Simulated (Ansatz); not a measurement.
Z-matrix (Å, degrees):
```
C
C 1 1.519
C 1 1.477 2 59.2
F 1 1.352 2 117.9 3 108.5
H 1 1.085 2 118.9 3 -108.1
H 2 1.083 1 115.8 3 -105.6
H 2 1.082 1 118.2 3 109.1
F 3 1.334 1 119.5 2 109.4
F 3 1.341 1 119.0 2 -110.3
```

Total charge 0; spin multiplicity 1.

(1) List the PBE/def2-TZVPP orbital energies in eV (Ansatz 0.2.0). (Best estimate.)

Answers

(1) Computed: Occupied: -660.77, -660.75, -660.43, -273.53, -271.70, -269.77, -31.98, -30.72, -30.42, -22.33, -16.04, -15.95, -14.48, -14.04, -12.77, -12.42, -11.52, -10.89, -10.65, -10.11, -9.75, -9.62, -7.70, -6.84. Lowest empty: -0.14, 1.00, 1.39, 1.83, 2.32, 2.65, 2.99, 3.84.
